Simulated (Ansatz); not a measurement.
Input file:

```yaml
crystal:
  periodic: [false, false, false]
  atoms:
    - {symbol: Si, position_ang: [0.000000, 0.000000, 0.000000]}
    - {symbol: H, position_ang: [1.262379, 1.266649, 1.263825]}
    - {symbol: H, position_ang: [-1.267838, -1.260276, 1.264732]}
    - {symbol: H, position_ang: [-1.260727, 1.261914, -1.270195]}
    - {symbol: H, position_ang: [1.266186, -1.268287, -1.258362]}
basis:
  gaussian: {orbitals: "6-31++G**"}
magnetization: {spin_polarized: false}
correlation: {method: ccsd, electrons: valence}
scf: {lower_state_search: light}
```

```sh
$ ansatz run in.yaml --threads 1 --pin off --events-out ev --progress --plain --max-ram 2393MiB
```

Output:

```
409 factors; integrals over basis functions are off by at most 7.0e-4 eV
mean field evaluation 1: about -7915.4268 eV, gradient 8.4e0 eV
mean field evaluation 2: about -7915.4268 eV, gradient 8.4e0 eV
mean field evaluation 4: about -7915.9338 eV, gradient 1.0e0 eV
mean field evaluation 8: about -7915.9425 eV, gradient 1.0e-4 eV
mean field evaluation 16: about -7915.9425 eV, gradient 2.5e-6 eV
mean field -7915.94246679 eV, -290.9055200359 hartree, gradient 2.5e-6 eV, S^2 0.000000; 0 other end points of the search recorded, 0 dependent functions left out; unrestricted orbitals would lower it
5 core orbitals not correlated: weight in the atoms' cores, before any rotation towards them, 1.000 or more for the frozen orbitals, at most 0.000 for the correlated occupied ones
reference -7915.94246679 eV, -290.9055200359 hartree; 4, 4 occupied and 38, 38 virtual orbitals, 409 factors
second order -3.54138658 eV of doubles, -0.00000000 eV of singles
cycle   1  -4.26597555 eV  change   -7.2e-1 eV  update   1.2e-1
cycle   2  -4.87675398 eV  change   -6.1e-1 eV  update   5.7e-2
cycle   3  -4.90132205 eV  change   -2.5e-2 eV  update   8.4e-3
cycle   4  -4.90249947 eV  change   -1.2e-3 eV  update   2.8e-3
cycle   5  -4.90400946 eV  change   -1.5e-3 eV  update   1.1e-3
cycle   6  -4.90357417 eV  change    4.4e-4 eV  update   4.9e-4
cycle   7  -4.90321910 eV  change    3.6e-4 eV  update   2.3e-4
cycle   8  -4.90357181 eV  change   -3.5e-4 eV  update   7.3e-5
cycle   9  -4.90347621 eV  change    9.6e-5 eV  update   1.6e-5
cycle  10  -4.90349126 eV  change   -1.5e-5 eV  update   4.0e-6
cycle  11  -4.90348862 eV  change    2.6e-6 eV  update   1.0e-6
WARN: the results are in doubt because among natural orbitals full CI differs from the method by -0.135 eV
Total energy: -7920.84595541 eV, -291.0857199190 hartree
In doubt: among natural orbitals full CI differs from the method by -0.135 eV
```

Ran on 1 thread of Intel Xeon 6975P-C, shared host: 0.33 s wall, 0.1 GiB peak host memory.
